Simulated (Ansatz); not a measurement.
# CH5BS: the cost of one run

Computed with Ansatz 0.2.0. Level: RKS r2SCAN-D4/def2-SVP.

### 1 Reference run: CH₅BS, relaxed

File input.yaml:

```yaml
crystal:
  periodic: [false, false, false]
  atoms:
    - { symbol: B, position_ang: [-0.818484, 0.120406, -0.208654] }
    - { symbol: S, position_ang: [0.189263, -0.982303, 1.401284] }
    - { symbol: C, position_ang: [0.53587, 0.582649, -0.790482] }
    - { symbol: H, position_ang: [1.214486, -0.090772, 0.209845] }
    - { symbol: H, position_ang: [-2.018514, 0.172909, -0.337479] }
    - { symbol: H, position_ang: [-0.666691, -1.645218, 2.266386] }
    - { symbol: H, position_ang: [0.752108, 1.670831, -0.756536] }
    - { symbol: H, position_ang: [0.812062, 0.171499, -1.784265] }
basis:
  gaussian: { orbitals: def2-SVP }
hamiltonian:
  xc: r2scan
  dispersion: d4
output:
  forces: true
relax:
  f_tol: 0.02
  max_steps: 120
  constraints: [{ distance: [1, 3] }, { distance: [0, 1] }, { distance: [2, 3] }]
  escape_saddle: false
```

The run is started by

```console
$ ansatz run input.yaml --threads 1 --pin off --max-ram 2560MiB --backend cpu --events-out ev --progress --plain --runs-dir out
```

**Question.** How long does this run take on 1 thread of Arm Neoverse V1, shared host, and how much memory does it need?

About 13 s, with a peak of 0.14 GiB.
